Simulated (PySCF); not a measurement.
Mapped SMILES: `[CH2:1]=[CH:2][CH3:3]`; H(Xn) means a hydrogen on atom n. Ha(C1) is cis to C3; Hb(C1) is trans to C3.

GIAO shifts from PySCF 2.14 on PBE0-D3(BJ)/def2-TZVP geometries (one conformer, non-relativistic, equivalent nuclei averaged), against TMS at the same level and in the same medium; PCM means IEF-PCM chloroform.

Measured (solution, not stated per compound (mostly CDCl3 or CCl4); Pretsch, Buehlmann, Badertscher, Structure Determination of Organic Compounds, 4th ed. (2009); solution, CDCl3, 298 K; Fulmer et al., Organometallics 2010, 29, 2176): C3 18.7, C1 115.7, C2 133.9, Hb(C1) 4.88, Ha(C1) 4.97, H(C2) 5.73, H(C3) 1.71 ppm.

Which unscaled values do B97-2/pcSseg-2, gas; WP04/pcSseg-2, PCM; wB97X-D/pcSseg-2, PCM give, and how close are they?

## Answers


| atoms | measured | B97-2/pcSseg-2, gas | WP04/pcSseg-2, PCM | wB97X-D/pcSseg-2, PCM |
| --- | --- | --- | --- | --- |
| C3 | 18.7 | 23.5 | 24.1 | 23.1 |
| C1 | 115.7 | 122.4 | 123.9 | 126.3 |
| C2 | 133.9 | 145.1 | 148.5 | 152.1 |
| Hb(C1) | 4.88 | 5.25 | 5.09 | 5.35 |
| Ha(C1) | 4.97 | 5.35 | 5.17 | 5.50 |
| H(C2) | 5.73 | 6.26 | 6.05 | 6.46 |
| H(C3) | 1.71 | 1.85 | 1.83 | 1.86 |

Mean absolute error for $^{13}$C: B97-2/pcSseg-2, gas 7.6, WP04/pcSseg-2, PCM 9.4, wB97X-D/pcSseg-2, PCM 11.1 ppm.

Mean absolute error for $^{1}$H: B97-2/pcSseg-2, gas 0.35, WP04/pcSseg-2, PCM 0.21, wB97X-D/pcSseg-2, PCM 0.47 ppm.
